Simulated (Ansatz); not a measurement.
**CH4BO radical: how energies converge with the basis set**

How large a basis does CH4BO radical need? Two functionals and correlated methods are run in growing sets.

The runs use Ansatz 0.2.0, Gaussian basis; one geometry, several basis sets.

Levels to be run: PBE0-D4/def2-SVP; ωB97M-V/def2-SVP; PBE0-D4/def2-QZVPP; ωB97M-V/def2-QZVPP; CCSD(T)/cc-pV(D+d)Z; CCSD(T)/cc-pV(T+d)Z; CCSD(T)/cc-pV(Q+d)Z; the functionals' def2-TZVPP values are taken from earlier runs.

## (1) The relaxed structure

An earlier PBE0-D4 in a triple-zeta def2 set relaxation fixed the geometry.

SMILES `CB[O]`, 7 atoms, charge 0, spin multiplicity 2.

Atoms are counted from 1 here; the program's logs count them from 0.

Bond lengths: C1–B2 1.583 Å, C1–H4 1.089 Å, C1–H5 1.093 Å, C1–H6 1.093 Å, B2–O3 1.290 Å, B2–H7 1.219 Å. Angles: B2–C1–H4 112.5°, B2–C1–H5 108.7°, B2–C1–H6 108.7°, H4–C1–H5 109.7°, H4–C1–H6 109.7°, H5–C1–H6 107.3°, C1–B2–O3 125.2°, C1–B2–H7 120.5°, O3–B2–H7 114.3°.

## (2) PBE0-D4 in def2-SVP

File in.yaml:

```yaml
crystal:
  periodic: [false, false, false]
  atoms:
    - {symbol: C, position_ang: [-0.582345, 0.347918, -0.184612]}
    - {symbol: B, position_ang: [0.722677, -0.463734, 0.194474]}
    - {symbol: O, position_ang: [1.056880, -1.608296, -0.298101]}
    - {symbol: H, position_ang: [-1.192521, -0.166764, -0.925225]}
    - {symbol: H, position_ang: [-0.287036, 1.328336, -0.567013]}
    - {symbol: H, position_ang: [-1.167439, 0.515327, 0.723300]}
    - {symbol: H, position_ang: [1.511084, -0.020688, 1.011478]}
basis:
  gaussian: {orbitals: def2-SVP}
magnetization: {spin_polarized: true, initial_magnetization: 1}
hamiltonian: {xc: pbe0, dispersion: d4}
output: {orbitals: {seedname: orbitals}}
```

Launch:

```bash
$ ansatz run in.yaml --threads 2 --pin off --events-out ev --progress --plain --max-ram 20480MiB --backend cpu
```

Further steps of the session: ωB97M-V in def2-SVP; PBE0-D4 in def2-QZVPP; ωB97M-V in def2-QZVPP; CCSD(T) in cc-pV(D+d)Z; CCSD(T) in cc-pV(T+d)Z; CCSD(T) in cc-pV(Q+d)Z.

Before running them: what should the planned runs give, taken together? Wanted: MP2 correlation recovered, cc-pV(D+d)Z; MP2 correlation recovered, cc-pV(T+d)Z; MP2 correlation recovered, cc-pV(Q+d)Z; CCSD(T) limit from def2 sets; PBE0-D4: double and triple zeta above quadruple; ωB97M-V: double and triple zeta above quadruple.

**Answer**, as computed:

| quantity | value |
| --- | --- |
| MP2 correlation recovered, cc-pV(D+d)Z | 70.5 % |
| MP2 correlation recovered, cc-pV(T+d)Z | 88.9 % |
| MP2 correlation recovered, cc-pV(Q+d)Z | 95.4 % |
| CCSD(T) limit from def2 sets (earlier runs) less the limit of this series | 18 meV |
| PBE0-D4: double and triple zeta above quadruple | 4.59, 0.23 eV |
| ωB97M-V: double and triple zeta above quadruple | 4.77, 0.22 eV |

**Reading.** For PBE0-D4 the step from double to triple zeta gains 4.37 eV and the next only 0.23 eV. Correlation climbs from 71 % (cc-pV(D+d)Z) to 95 % (cc-pV(Q+d)Z) of the limit; Hartree-Fock is 0.082 eV from its own by then. A limit from the def2 sets, made apart, differs by 18 meV, a least measure of the doubt on such a limit. These are total energies; as a rule much of such shifts cancels in differences, which this series doesn't test.
